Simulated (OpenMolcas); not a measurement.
**Potential curves of OH⁻: spin-free states**

Computed with OpenMolcas 26.06: state-averaged CASSCF(6,4) over O 2p, H 1s, XMS-CASPT2 (IPEA 0.25, imaginary shift 0.2 hartree), scalar X2C, ANO-RCC-VTZP, then RASSI spin–orbit state interaction with atomic mean-field integrals. C2 symmetry about the axis (a holds Σ, Δ, Γ; b holds Π, Φ, H; Σ⁺ and Σ⁻ are not told apart); roots by multiplicity and irrep: 3b 2, 1b 2, 1a 2, 3a 2.

XMS-CASPT2 energies in eV from the lowest point. Curves are followed by energy order within each symmetry, so they are adiabatic and may change character at avoided crossings; Σ⁺ and Σ⁻ are counted together.

```csv
R (Å),(1)1Σ,(1)3Π,(1)1Π,(1)3Σ,(2)1Σ
0.833,0.618,3.603,3.730,7.862,7.590
0.881,0.220,3.158,3.291,7.303,7.083
0.924,0.046,2.943,3.082,6.977,6.820
0.968,0.000,2.853,3.002,6.771,6.693
1.016,0.059,2.859,3.021,6.643,6.673
1.065,0.203,2.941,3.121,6.581,6.748
1.133,0.499,3.127,3.338,6.548,6.959
1.220,0.978,3.417,3.672,6.512,7.342
1.355,1.829,3.782,4.156,6.341,8.037
```

Question: With masses 15.995 and 1.008 u, fit the curves (1)1Σ, (1)3Π, (1)1Π, (2)1Σ near their minima.

Answer: At XMS-CASPT2, Te from the lowest curve (the fit fixes ωe to a per cent or two; the method's Re and ωe can be off by some per cent):

```json
{"curve": "(1)1Σ", "Te (cm⁻¹)": "0", "Re (Å)": "0.965", "ωe (cm⁻¹)": "3817.2"}
{"curve": "(1)3Π", "Te (cm⁻¹)": "22940", "Re (Å)": "0.988", "ωe (cm⁻¹)": "3425.7"}
{"curve": "(1)1Π", "Te (cm⁻¹)": "24180", "Re (Å)": "0.982", "ωe (cm⁻¹)": "3573.0"}
{"curve": "(2)1Σ", "Te (cm⁻¹)": "53780", "Re (Å)": "1.000", "ωe (cm⁻¹)": "3562.0"}
```

The 5 lowest clean curves are shown; the next is (2)3Σ, from 7.84 eV. Only roots inside an energy window near the equilibrium distance were included, so the list of states is not complete; labels number the states computed. Each spin and symmetry block has orbitals of its own, averaged over its own roots, so gaps between blocks are less sure than gaps within one and near the minimum can be off by tenths of an eV, in bad cases by more. No Rydberg orbitals are active, so Rydberg states, and σ→σ* states whose orbital the CASSCF left unused, can be missing between those listed. CASPT2 splits the two components of degenerate states numerically, here by up to 4 cm⁻¹. For an anion, states above the electron-detachment threshold (often below 1 to 3 eV) are held by the basis set and are not bound levels. The CASPT2 reference weights are uneven, so some states carry less reliable energies. Points that failed a check (symmetry, reference weights, a jump) are left out.
